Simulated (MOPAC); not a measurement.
MOPAC input (PM6):

```
PM6 1SCF CHARGE=1 GEO-OK AUX(PRECISION=9) THREADS=1
H3O2

O     0.13599357 1    0.55950266 1   -0.34160035 1
O    -0.15958912 1   -0.65619836 1    0.39793467 1
H     1.05373037 1    0.81572862 1   -0.07966861 1
H    -0.34774107 1   -1.27257644 1   -0.34513535 1
H    -0.51722487 1    1.23041339 1   -0.02587059 1
```

Output:

```
 *******************************************************************************
 **                                                                           **
 **                              MOPAC v23.2.5                                **
 **                                                                           **
 *******************************************************************************
 ** MOPAC's Digital Object Identifier: https://doi.org/10.5281/zenodo.6511958 **
 **                                                                           **
 ** Please cite the open-source release paper for use of this MOPAC version:  **
 ** J. E. Moussa and J. J. P. Stewart (2026)                                  **
 ** MOPAC: An open-source semiempirical molecular orbital program             **
 ** J. Open Source Softw., 11(119), 8025, https://doi.org/10.21105/joss.08025 **
 *******************************************************************************

                              PM6 CALCULATION RESULTS

 *******************************************************************************
 *  PM6        - The PM6 Hamiltonian to be used
 *  GEO-OK     - OVERRIDE INTERATOMIC DISTANCE AND OTHER SAFETY CHECKS
 *
 *
 *
 *                 CHARGE ON SYSTEM = +1
 *
 *
 *
 *  1SCF       - DO 1 SCF AND THEN STOP
 *  AUX        - OUTPUT AUXILIARY INFORMATION
 *******************************************************************************
PM6 1SCF CHARGE=1 GEO-OK AUX(PRECISION=9) THREADS=1
 H3O2

   ATOM   CHEMICAL          X               Y               Z
  NUMBER   SYMBOL      (ANGSTROMS)     (ANGSTROMS)     (ANGSTROMS)

     1       O          0.13599357  *   0.55950266  *  -0.34160035  *
     2       O         -0.15958912  *  -0.65619836  *   0.39793467  *
     3       H          1.05373037  *   0.81572862  *  -0.07966861  *
     4       H         -0.34774107  *  -1.27257644  *  -0.34513535  *
     5       H         -0.51722487  *   1.23041339  *  -0.02587059  *

          CARTESIAN COORDINATES

    NO.       ATOM           X           Y           Z

     1         O          0.1360      0.5595     -0.3416
     2         O         -0.1596     -0.6562      0.3979
     3         H          1.0537      0.8157     -0.0797
     4         H         -0.3477     -1.2726     -0.3451
     5         H         -0.5172      1.2304     -0.0259

 General Reference for PM6:
 "Optimization of Parameters for Semiempirical Methods V: Modification of NDDO Approximations
 and Application to 70 Elements", J. J. P. Stewart, J. Mol. Mod., 13, 1173-1213 (2007)
 URL: https://link.springer.com/article/10.1007/s00894-007-0233-4

           Empirical Formula: H3 O2  =     5 atoms

      MOLECULAR POINT GROUP   :   Cs

      RHF CALCULATION, NO. OF DOUBLY OCCUPIED LEVELS = 7

 -------------------------------------------------------------------------------
 PM6 1SCF CHARGE=1 GEO-OK AUX(PRECISION=9) THREADS=1
 H3O2

     1SCF WAS SPECIFIED, SO BFGS WAS NOT USED
     SCF FIELD WAS ACHIEVED

                              PM6 CALCULATION
                                                       MOPAC v23.2.5 Linux

          FINAL HEAT OF FORMATION =        181.64930 KCAL/MOL =     760.02068 KJ/MOL

          COSMO AREA              =         60.67 SQUARE ANGSTROMS
          COSMO VOLUME            =         40.87 CUBIC ANGSTROMS

          IONIZATION POTENTIAL    =         18.391513 EV
          HOMO LUMO ENERGIES (EV) =        -18.392 -8.934
          NO. OF FILLED LEVELS    =          7
          MOLECULAR WEIGHT        =         35.0225         POINT GROUP:  Cs

          MOLECULAR DIMENSIONS (Angstroms)

            Atom       Atom       Distance
            H     5    H     4     2.52895
            H     3    H     4     1.53940
            O     2    O     1     0.88720

          SCF CALCULATIONS        =          1

   ATOM   CHEMICAL          X               Y               Z
  NUMBER   SYMBOL      (ANGSTROMS)     (ANGSTROMS)     (ANGSTROMS)

     1       O          0.13599357  *   0.55950266  *  -0.34160035  *
     2       O         -0.15958912  *  -0.65619836  *   0.39793467  *
     3       H          1.05373037  *   0.81572862  *  -0.07966861  *
     4       H         -0.34774107  *  -1.27257644  *  -0.34513535  *
     5       H         -0.51722487  *   1.23041339  *  -0.02587059  *

                             CARTESIAN COORDINATES

   1    O        0.135993570     0.559502660    -0.341600350
   2    O       -0.159589120    -0.656198360     0.397934670
   3    H        1.053730370     0.815728620    -0.079668610
   4    H       -0.347741070    -1.272576440    -0.345135350
   5    H       -0.517224870     1.230413390    -0.025870590

           Empirical Formula: H3 O2  =     5 atoms

      MOLECULAR POINT GROUP   :   Cs

                  EIGENVALUES
 -40.98212 -36.99852 -27.98979 -26.71158 -24.96904 -21.06430 -18.39151  -8.93374
  -4.63192  -2.72687  -1.78885

              NET ATOMIC CHARGES AND DIPOLE CONTRIBUTIONS

  ATOM NO.   TYPE          CHARGE      No. of ELECS.   s-Pop       p-Pop
    1          O           0.056519        5.9435     1.78883     4.15465
    2          O          -0.133074        6.1331     1.91308     4.21999
    3          H           0.374829        0.6252     0.62517
    4          H           0.326897        0.6731     0.67310
    5          H           0.374829        0.6252     0.62517
 DIPOLE           X         Y         Z       TOTAL
 POINT-CHG.     0.585     2.362    -1.140     2.687
 HYBRID         0.019     0.066     0.057     0.090
 SUM            0.604     2.428    -1.083     2.726

          ATOMIC ORBITAL ELECTRON POPULATIONS

     Atom    s        px        py        pz
    1  O   1.78883   1.36623   1.30383   1.48458
    2  O   1.91308   1.93729   1.07904   1.20366
    3  H   0.62517
    4  H   0.67310
    5  H   0.62517

 **********************
 *                    *
 * JOB ENDED NORMALLY *
 *                    *
 **********************

 == MOPAC DONE ==
```

The dipole moment of an ion depends on the origin.
